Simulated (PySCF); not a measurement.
## Single point on HF

State: ¹Σ⁺ (singlet), closed shell.

An equivalent input (the run itself took its basis sets from the Basis Set Exchange, started from a PBE0 density and held the occupation σ 3α 3β, πx 1α 1β, πy 1α 1β):

```python
from pyscf import gto, scf
mol = gto.M(atom='H 0 0 0; F 0 0 0.919', basis={'H': 'def2-TZVPPD', 'F': 'def2-TZVPPD'},
            charge=0, spin=0, verbose=4, symmetry='C2v')
mf = scf.RHF(mol)
mf.irrep_nelec = {'A1': 6, 'B1': 2, 'B2': 2}
mf.conv_tol = 1e-9
mf.max_cycle = 60
mf.diis_space = 10
mf.kernel()
```

The log (some set-up lines and the per-cycle HOMO/LUMO lines removed):

```
******** <class 'pyscf.scf.hf_symm.SymAdaptedRHF'> ********
method = SymAdaptedRHF
damping factor = 0
level_shift factor = 0
DIIS = <class 'pyscf.scf.diis.CDIIS'>
diis_start_cycle = 1
diis_space = 10
diis_damp = 0
SCF conv_tol = 1e-09
SCF conv_tol_grad = None
SCF max_cycles = 60
Set gradient conv threshold to 3.16228e-05
init E= -100.061814422333
cycle= 1 E= -100.066169664411  delta_E= -0.00436  |g|= 0.0221  |ddm|=  0.1
cycle= 2 E= -100.066247517646  delta_E= -7.79e-05  |g|= 0.00383  |ddm|= 0.0141
cycle= 3 E= -100.0662524383  delta_E= -4.92e-06  |g|= 0.00216  |ddm|= 0.00355
cycle= 4 E= -100.066253233596  delta_E= -7.95e-07  |g|= 0.000476  |ddm|= 0.00102
cycle= 5 E= -100.066253349652  delta_E= -1.16e-07  |g|= 9.15e-05  |ddm|= 0.000502
cycle= 6 E= -100.066253354052  delta_E= -4.4e-09  |g|= 1.81e-05  |ddm|= 0.000126
cycle= 7 E= -100.066253354205  delta_E= -1.53e-10  |g|= 1.5e-06  |ddm|= 2.81e-05
Extra cycle  E= -100.066253354205  delta_E= -6.11e-13  |g|= 3.99e-07  |ddm|= 1.02e-06
converged SCF energy = -100.066253354205
```

Repeating this along the bond gives Re = 0.898 Å and ωe = 4466 cm⁻¹.

A point of this curve took 0.056 CPU seconds beside 0.034 for the integrals, on Intel Xeon 6975P-C (shared host).
